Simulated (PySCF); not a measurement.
# C5H8O (SMILES C=C(C=O)CC) at 5 levels

We compute a comparison of 5 runs (HF/STO-3G, HF/3-21G, B2PLYP/6-31G*, B3LYP/6-31G*, SCS-MP2/6-31G*) of C5H8O. Input form: a Python script.

The results are computed with PySCF 2.14.0.

1 further run of the same task is left out (set aside as unsound or not needed).

## 1. The structure to begin with

C5H8O: 14 atoms, total charge 0, spin state singlet. As SMILES, `C=C(C=O)CC`. The C6–H14 distance was set to 1.413 Å, away from the relaxed value.

Bond lengths: C1–C2 1.332 Å, C2–C3 1.472 Å, C3–O4 1.204 Å, C2–C5 1.501 Å, C5–C6 1.530 Å, C1–H7 1.077 Å, C1–H8 1.078 Å, C3–H9 1.109 Å, C5–H10 1.091 Å, C5–H11 1.091 Å, C6–H12 1.088 Å, C6–H13 1.087 Å. Some angles: C1–C2–C3 119.6°, C1–C2–C5 123.7°, C3–C2–C5 116.7°, C2–C3–O4 125.4°, C2–C5–C6 110.4°, C2–C1–H7 121.8°, C2–C1–H8 121.7°, C2–C3–H9 113.7°, O4–C3–H9 120.9°, C2–C5–H10 108.7°. A long bond or contact: C6–H14 1.413 Å.

## 2. A single-point energy at HF/STO-3G (run 1)

File input.xyz:

```xyz
14
C5H8O
C      0.254458     0.645439     1.971519
C      0.497978    -0.083311     0.883289
C      1.866168    -0.556901     0.616689
O      2.193438    -1.262331    -0.302401
C     -0.549362    -0.439931    -0.130541
C     -0.541572     0.568189    -1.281561
H     -0.734212     1.003649     2.205259
H      1.035938     0.904009     2.667219
H      2.610138    -0.210131     1.362209
H     -0.327682    -1.431821    -0.528371
H     -1.534452    -0.455971     0.338079
H     -0.756882     1.568929    -0.912421
H      0.431748     0.578179    -1.765831
H     -1.517610     0.219140    -2.241960
```

File input.py:

```python
from pyscf import gto, scf

system = gto.M(
    atom='input.xyz',
    basis='sto-3g',
    max_memory=1860,
    verbose=3,
)

myscf = scf.RHF(system)
myscf.conv_tol = 1e-10
myscf.kernel()
if not myscf.converged:
    myscf = myscf.newton().run(myscf.mo_coeff, myscf.mo_occ)

e_tot = myscf.e_tot
print('Final energy', e_tot)
```

Started as:

```
$ OMP_NUM_THREADS=1 python input.py
```

The program printed:

```text
converged SCF energy = -265.407673619273
Final energy -265.4076736192727
```

Run time: 0.83 s. Hardware: 1 thread of Intel Xeon at 2.70GHz, shared host; peak memory 0.1 GiB.

## 3. A single-point energy at HF/3-21G (run 2)

File job.py:

```python
from pyscf import gto

mol = gto.Mole()
mol.atom = '''
C        0.254458       0.645439       1.971519
C        0.497978      -0.083311       0.883289
C        1.866168      -0.556901       0.616689
O        2.193438      -1.262331      -0.302401
C       -0.549362      -0.439931      -0.130541
C       -0.541572       0.568189      -1.281561
H       -0.734212       1.003649       2.205259
H        1.035938       0.904009       2.667219
H        2.610138      -0.210131       1.362209
H       -0.327682      -1.431821      -0.528371
H       -1.534452      -0.455971       0.338079
H       -0.756882       1.568929      -0.912421
H        0.431748       0.578179      -1.765831
H       -1.517610       0.219140      -2.241960
'''
mol.basis = '3-21g'
mol.max_memory = 1860
mol.verbose = 3
mol.build()

hf = mol.RHF()
hf.conv_tol = 1e-10
hf.kernel()
if not hf.converged:
    hf = hf.newton().run(hf.mo_coeff, hf.mo_occ)

energy = hf.e_tot
print('E = %.10f Eh' % energy)
```

Started as:

```
$ OMP_NUM_THREADS=1 python job.py
```

The program printed:

```text
converged SCF energy = -267.294070088077
E = -267.2940700881 Eh
```

Wall time 1.2 s (1 thread of Intel Xeon at 2.70GHz, shared host); peak memory 0.14 GiB.

## 4. A single-point energy at B2PLYP/6-31G(d) (spherical functions) (run 3)

File start.xyz:

```xyz
14

C      0.254458     0.645439     1.971519
C      0.497978    -0.083311     0.883289
C      1.866168    -0.556901     0.616689
O      2.193438    -1.262331    -0.302401
C     -0.549362    -0.439931    -0.130541
C     -0.541572     0.568189    -1.281561
H     -0.734212     1.003649     2.205259
H      1.035938     0.904009     2.667219
H      2.610138    -0.210131     1.362209
H     -0.327682    -1.431821    -0.528371
H     -1.534452    -0.455971     0.338079
H     -0.756882     1.568929    -0.912421
H      0.431748     0.578179    -1.765831
H     -1.517610     0.219140    -2.241960
```

File calc.py:

```python
from pyscf import gto, dft, mp

mol = gto.M(
    atom='start.xyz',
    verbose=3,
    max_memory=1860,
    basis='6-31g*',
    charge=0,
    spin=0,
)

mf = dft.RKS(mol, xc='0.53*HF + 0.47*B88, 0.73*LYP')
mf.grids.level = 5
mf.conv_tol = 1e-10
mf.kernel()
if not mf.converged:
    mf = mf.newton().run(mf.mo_coeff, mf.mo_occ)

pt = mp.MP2(mf, frozen=6).run()
etot = mf.e_tot + 0.27 * pt.e_corr
print('PT2 part  %.8f' % (0.27 * pt.e_corr))
print('E = %.10f Eh' % etot)
```

Started as:

```
$ OMP_NUM_THREADS=1 python calc.py
```

The program printed:

```text
converged SCF energy = -269.923164273154
E(RMP2) = -270.923638873823  E_corr = -1.00047460066943
E(SCS-RMP2) = -270.906036494957  E_corr = -0.982872221803831
PT2 part  -0.27012814
E = -270.1932924153 Eh
```

Wall time 33 s (1 thread of Intel Xeon at 2.70GHz, shared host); peak memory 0.53 GiB.

Run 4 isn't shown in full; the table further down has it.

## 5. The energy at SCS-MP2/6-31G(d) (spherical functions) (run 5)

File calc.py:

```python
from pyscf import gto, scf, mp

molecule = gto.M(
    atom=[
    ('C', (0.254458, 0.645439, 1.971519)),
    ('C', (0.497978, -0.083311, 0.883289)),
    ('C', (1.866168, -0.556901, 0.616689)),
    ('O', (2.193438, -1.262331, -0.302401)),
    ('C', (-0.549362, -0.439931, -0.130541)),
    ('C', (-0.541572, 0.568189, -1.281561)),
    ('H', (-0.734212, 1.003649, 2.205259)),
    ('H', (1.035938, 0.904009, 2.667219)),
    ('H', (2.610138, -0.210131, 1.362209)),
    ('H', (-0.327682, -1.431821, -0.528371)),
    ('H', (-1.534452, -0.455971, 0.338079)),
    ('H', (-0.756882, 1.568929, -0.912421)),
    ('H', (0.431748, 0.578179, -1.765831)),
    ('H', (-1.517610, 0.219140, -2.241960)),
],
    spin=0,
    max_memory=1860,
    charge=0,
    verbose=4,
    basis='6-31g*',
)

myscf = scf.RHF(molecule)
myscf.conv_tol = 1e-10
myscf.kernel()
if not myscf.converged:
    myscf = myscf.newton().run(myscf.mo_coeff, myscf.mo_occ)

pt = mp.MP2(myscf, frozen=6).run()
e_final = myscf.e_tot + 1.2 * pt.e_corr_os + pt.e_corr_ss / 3
print('E = %.10f Eh' % e_final)
```

Started as:

```
$ OMP_NUM_THREADS=1 python calc.py
```

The program printed:

```text
PySCF version 2.14.0

[... 74 lines left out ...]
converged SCF energy = -268.793133455959
[... 1 line left out ...]
******** <class 'pyscf.mp.mp2.RMP2'> ********
nocc = 17, nmo = 94
frozen orbitals 6
E(RMP2) = -269.602331736768  E_corr = -0.809198280808845
E(SCS-RMP2) = -269.588414681765  E_corr = -0.795281225806222
E_corr(same-spin) = -0.202796205189684
E_corr(oppo-spin) = -0.606402075619162
E = -269.5884146818 Eh
```

Run time: 3.3 s. Hardware: 1 thread of Intel Xeon at 2.70GHz, shared host; peak memory 0.28 GiB.

## 6. Overview of the runs

```csv
run,level,frozen core orbitals,integration grid,energy (Eh),dipole moment (D) of the reference,HOMO energy (eV),LUMO energy (eV),wall time
1,HF/STO-3G,–,–,-265.407674,1.82,-8.40,6.12,0.83 s
2,HF/3-21G,–,–,-267.294070,3.27,-10.33,2.57,1.2 s
3,B2PLYP/6-31G* (spherical functions),6,5,-270.193292,3.09,-8.74,0.04,33 s
4,B3LYP/6-31G* (spherical functions),–,5,-270.504931,2.86,-7.01,-1.68,30 s
5,SCS-MP2/6-31G* (spherical functions),6,–,-269.588415,3.43,-10.35,2.53,3.3 s
```

## 7. Results

| quantity | value |
| --- | --- |
| run 5: total energy | -269.58841 Eh |
| run 5: dipole moment (Hartree–Fock density) | 3.43 D |
| run 5: HOMO energy (Hartree–Fock orbitals) | -10.35 eV |
| run 5: LUMO energy (Hartree–Fock orbitals) | 2.53 eV |
| run 5: HOMO–LUMO gap (Hartree–Fock orbitals) | 12.88 eV |
| run 5: correlation energy (6 core orbitals frozen) | -795.3 mEh |

**Reading.** Over runs 1, 2, 3, 4 the dipole moment (its size) runs from 1.82 D (HF/STO-3G) to 3.27 D (HF/3-21G). Over runs 1, 2, 3, 4 the HOMO–LUMO gap runs from 5.33 eV (B3LYP/6-31G*) to 14.52 eV (HF/STO-3G). The two ends differ in method and basis. Totals of different functionals can't be ranked against each other. In run 1 the basis is minimal, so the values are rough. All runs together took 68 s, the longest 33 s.
